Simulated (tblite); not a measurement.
Compound: C5H12N (doublet state).
Numbering: `[CH3:1][C:2]([NH2:3])[CH:4]([CH3:5])[CH3:6]` (hydrogens: H7, H8, H9 on C1; H10, H11 on N3; H12 on C4; H13, H14, H15 on C5; H16, H17, H18 on C6)

Computed geometry: GFN2-xTB, gas phase. This method treats the open shell by occupation alone, without spin polarisation.

(1) What internal coordinates does the optimisation give?

Answers

(1) 
| bond | length (pm) |
| --- | --- |
| C1–C2 | 149.0 |
| C2–N3 | 140.6 |
| C2–C4 | 149.7 |
| C4–C5, C4–C6 | 153.7 |
| C1–H7, C1–H8 | 109.0 |
| C1–H9 | 109.8 |
| N3–H10, N3–H11 | 101.1 |
| C4–H12 | 109.6 |
| C5–H13 and 5 like bonds | 108.8 |

Bonds in one row agree within 1 pm and their mean is given. A selection of angles:
| angle | degrees |
| --- | --- |
| C2–C1–H7 | 110.6 |
| C2–C1–H8 | 110.3 |
| C2–C1–H9 | 112.6 |
| H7–C1–H8 | 108.5 |
| H7–C1–H9 | 107.1 |
| C1–C2–N3 | 116.1 |
| C1–C2–C4 | 119.8 |
| N3–C2–C4 | 117.6 |
| C2–N3–H10 | 113.2 |
| H10–N3–H11 | 111.8 |
| C2–C4–C5 | 112.3 |
| C2–C4–H12 | 107.4 |
| C5–C4–C6 | 109.5 |
| C5–C4–H12 | 107.9 |
| C4–C5–H13 | 110.6 |
| C4–C5–H14 | 110.2 |
| H13–C5–H14 | 108.4 |
| H13–C5–H15 | 108.8 |

Torsions: C1–C2–C4–C5 -151° (antiperiplanar). The mirror-image conformer, all signs reversed, is as good.

Of the pairs four or more bonds apart, H11···H15 is among the closest relative to their van der Waals radii: 2.19 Å, 91 % of the sum of Bondi's values. The 4 C–C bonds span 1.490 Å (C1–C2, drawn single) to 1.540 Å (C4–C6, drawn single), a spread of 0.050 Å. C2 (carbon bonded to 2 C and N) has angles 119.8°, 117.6° and 116.1°, sum 353.4°, 0.22 Å off the plane of its three neighbours. N3 (nitrogen bonded to C and 2 H) is pyramidal (angles 113.5°, 113.2° and 111.8°, sum 338.5°, 0.30 Å off the plane of its three neighbours).

Point group: C1 (no symmetry element, even within 0.4 Å). Its GFN2-xTB frequencies are all real (lowest 40 cm⁻¹). Torsions: C1–C2–N3–H 38° and 167°, C1–C2–C4–C5 -151°.

On one thread, Arm Neoverse V2 (aarch64), shared host with 96 logical CPUs at a one-minute load of 46, this took 0.58 s. This is the geometry optimisation.
